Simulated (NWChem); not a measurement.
Total energies of N (+1)

```xyz
1

N      0.0000     0.0000     0.0000
```
Charge +1, spin multiplicity 3.

The numbers come from NWChem runs, not from measurements.

Basis set: def2-TZVP (31 functions).

```
method                         total energy (Ha)
-----------------------------  -----------------
UHF                                    -53.89200
UMP2                                   -53.96240
UB2PLYP                                -54.03660
UPBE                                   -53.99133
UB3LYP                                 -54.06552
ULC-wPBE (omega 0.3 per bohr)          -54.00646
```

Total energies of different functionals aren't comparable as a measure of quality: only differences taken within one method are. 

The correlated methods keep 1 core orbital frozen. B3LYP has NWChem's definition, with VWN1-RPA local correlation. No SCF solution was tested for a lower state. Open-shell Hartree-Fock references start from PBE0 orbitals.
